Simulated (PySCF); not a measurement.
Isomers of C4H3FO, mass 86.017 u with the commonest isotopes. Theory: PySCF, PBE0-D3(BJ)/def2-SVP geometry optimisation, gas phase. One conformer each, none proved a minimum here; rigid rotors.

Question: Order these by dipole moment, largest first.
A. `[O:1]=[c:2]1[cH:3][c:4]1[CH2:5][F:6]` with C3–C4–C5–F6 0°
B. `[O:1]=[C:2]=[CH:3]/[CH:4]=[CH:5]\[F:6]` with C2–C3–C4–C5 179°
C. `O=C1CC=C1F`
D. `O=C1C=C(F)C1`
E. `Cc1c(F)c1=O`
F. `Fc1ccco1`
G. `O=C1C=C[C@@H]1F`
H. `[O:1]=[C:2]=[CH:3]/[CH:4]=[CH:5]/[F:6]` with C2–C3–C4–C5 180°

Answer: E (3.97 D), G (3.68 D), C (3.17 D), A (2.65 D), D (2.32 D), F (1.49 D), H (1.36 D), B (0.98 D).

Question: Order these by rotational constant C, smallest first.
A. `[O:1]=[c:2]1[cH:3][c:4]1[CH2:5][F:6]` with C3–C4–C5–F6 0°
B. `O=C1C=C(F)C1`
C. `Fc1ccco1`
D. `[O:1]=[C:2]=[CH:3]/[CH:4]=[CH:5]/[F:6]` with C2–C3–C4–C5 180°
E. `CC1=C(F)C1=O`
F. `[O:1]=[C:2]=[CH:3]/[CH:4]=[CH:5]\[F:6]` with C2–C3–C4–C5 179°
G. `O=C1CC=C1F`
H. `O=C1C=C[C@@H]1F`

Answer: D (1238 MHz), F (1403 MHz), A (1717 MHz), E (1958 MHz), B (2116 MHz), G (2353 MHz), H (2533 MHz), C (2656 MHz).

Question: Order these by radius of gyration √(Σ m r²/M), smallest first.
A. `Fc1ccco1`
B. `O=C1C=C[C@@H]1F`
C. `O=C1C=C(F)C1`
D. `[O:1]=[c:2]1[cH:3][c:4]1[CH2:5][F:6]` with C3–C4–C5–F6 0°
E. `[O:1]=[C:2]=[CH:3]/[CH:4]=[CH:5]/[F:6]` with C2–C3–C4–C5 180°
F. `O=C1CC=C1F`
G. `[O:1]=[C:2]=[CH:3]/[CH:4]=[CH:5]\[F:6]` with C2–C3–C4–C5 179°
H. `CC1=C(F)C1=O`

Answer: A (1.487 Å), B (1.550 Å), F (1.586 Å), C (1.672 Å), H (1.738 Å), D (1.855 Å), G (2.047 Å), E (2.179 Å).

| SMILES | point group | Ia (u·Å²) | Ib (u·Å²) | Ic (u·Å²) | κ | μa (D) | μb (D) | μc (D) |
| --- | --- | --- | --- | --- | --- | --- | --- | --- |
| O=C1CC=C1F | Cs | 88.84 | 129.22 | 214.80 | -0.07 | 0.59 | 3.12 | 0.00 |
| O=C=C/C=C/F | Cs | 18.14 | 390.09 | 408.23 | -1.00 | 0.23 | 1.34 | 0.00 |
| Cc1c(F)c1=O | near Cs | 127.52 | 133.80 | 258.16 | 0.81 | 2.01 | 3.43 | 0.01 |
| O=C1C=C[C@@H]1F | C1 | 90.50 | 123.25 | 199.50 | 0.03 | 0.87 | 3.46 | 0.91 |
| O=c1cc1CF | Cs | 37.92 | 259.68 | 294.39 | -0.96 | 2.62 | 0.39 | 0.04 |
| O=C1C=C(F)C1 | Cs | 40.82 | 201.33 | 238.87 | -0.92 | 2.30 | 0.30 | 0.00 |
| Fc1ccco1 | Cs | 54.37 | 135.92 | 190.29 | -0.68 | 1.39 | 0.55 | 0.00 |
| O=C=C/C=C\F | Cs | 27.52 | 332.77 | 360.29 | -0.99 | 0.46 | 0.87 | 0.01 |
